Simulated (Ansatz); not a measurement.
# Which is lower?

The two ends of one reaction step of C₂H₅F, singlet (PBE0-D4/def2-TZVP).

A:

```
8
angstrom
F -1.8756 -0.8155 1.2333
C 0.4863 -0.3253 -0.7109
H 1.0494 -1.2161 -0.4537
H -0.0947 -0.3617 -1.6262
C 0.5154 0.7605 0.0521
H 1.1032 0.8000 0.9630
H -0.0407 1.6544 -0.2096
H -1.1433 -0.4964 0.7520
```

B:

```xyz
8
angstrom
F -1.3764 -1.0392 -0.3024
C -0.0523 -0.6350 -0.3682
H 0.5553 -1.4333 0.0690
H 0.2074 -0.5372 -1.4268
C 0.1282 0.6638 0.3678
H 1.1732 0.9797 0.3140
H -0.4911 1.4475 -0.0726
H -0.1441 0.5538 1.4191
```

Program: Ansatz 0.2.0. Basis: def2-TZVPP. Cores are frozen in the correlated methods. B3LYP uses VWN-RPA correlation.

**Question.** Which structure is lower at CCSD(T), and by how much? (An estimate is asked for; the value comes from the calculation.)

**Answer.** By the calculation: B, by 11.65 kcal/mol (electronic energy, against the other). By their contacts, A is a complex of C₂H₄ (C=C) + HF and B is C₂H₅F (CCF).

All methods give the same order:

```json
{"method": "SPW92", "E(B) − E(A) (kcal/mol)": "-18.90"}
{"method": "PBE-D4", "E(B) − E(A) (kcal/mol)": "-13.70"}
{"method": "BLYP-D4", "E(B) − E(A) (kcal/mol)": "-10.14"}
{"method": "r2SCAN-D4", "E(B) − E(A) (kcal/mol)": "-15.20"}
{"method": "B97M-V", "E(B) − E(A) (kcal/mol)": "-15.41"}
{"method": "PBE0-D4", "E(B) − E(A) (kcal/mol)": "-15.74"}
{"method": "B3LYP-D4", "E(B) − E(A) (kcal/mol)": "-12.33"}
{"method": "r2SCAN0-D4", "E(B) − E(A) (kcal/mol)": "-16.27"}
{"method": "BHLYP-D4", "E(B) − E(A) (kcal/mol)": "-14.85"}
{"method": "CAM-B3LYP-D4", "E(B) − E(A) (kcal/mol)": "-14.88"}
{"method": "wB97X-V", "E(B) − E(A) (kcal/mol)": "-16.75"}
{"method": "wB97M-V", "E(B) − E(A) (kcal/mol)": "-13.94"}
{"method": "B2PLYP", "E(B) − E(A) (kcal/mol)": "-12.24"}
{"method": "PBE-QIDH", "E(B) − E(A) (kcal/mol)": "-15.81"}
{"method": "RPA on PBE", "E(B) − E(A) (kcal/mol)": "-12.66"}
{"method": "HF", "E(B) − E(A) (kcal/mol)": "-14.39"}
{"method": "MP2", "E(B) − E(A) (kcal/mol)": "-11.51"}
{"method": "CCSD", "E(B) − E(A) (kcal/mol)": "-12.50"}
{"method": "CCSD(T)", "E(B) − E(A) (kcal/mol)": "-11.65"}
```

The T1 diagnostic stays at or below 0.010.

For scale, one of the runs: CCSD(T)/def2-TZVPP, 163 basis functions, launched by `ansatz run in.yaml --threads 2 --pin off --events-out ev --progress --plain --max-ram 4352MiB`. The run took 9.5 s on 2 CPU threads of an Intel Xeon 6975P-C (shared host), with 1.4 GiB of host memory at its peak.
